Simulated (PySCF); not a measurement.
The isolated species boranamine (`BN`) is ionised with Al Kα (hν = 1486.6 eV). Calculated photoelectron kinetic energies of its computed core levels, recoil neglected:

| line | kinetic energy (eV) |
| --- | --- |
| 1 | 1290.75 |
| 2 | 1080.95 |

Method: delta-SCF UKS SCAN, pcX-2 on the ionised atom, pcseg-1 elsewhere, spin-free X2C in PySCF.

Which element, shell and site does each line come from? Numbering: `[BH2:1][NH2:2]`.

Against the vacuum level, binding energy = hν − kinetic energy.

```csv
line,binding energy (eV),level,atoms,environment
1,195.85,B 1s,B1,three-coordinate boron
2,405.65,N 1s,N2,boron-bound nitrogen
```

Where does line 1 move with hν = 1253.6 eV?

To 1253.6 − 195.85 = 1057.75 eV; every photoline shifts by the change in photon energy, -233.0 eV.

Which photon energy gives electrons from N 1s of N2 (atom 2) a kinetic energy of 150 eV, and what is their de Broglie wavelength?

hν = 405.65 + 150 = 555.65 eV, recoil neglected; λ = 12.264 Å/√(E/eV) = 1.00 Å.

Other core shells, valence and Auger electrons aren't listed. Spin contamination (⟨S²⟩ against 0.75 for a pure doublet) is marked for B 1s of B1 (0.87), which makes this value less certain. Isolated species at its PBE0-D3(BJ)/def2-SVP geometry, gas phase.

Time: 5.0 s of wall time; peak memory 0.43 GiB. Hardware: one thread, Intel Xeon Platinum 8488C (x86_64), shared host.
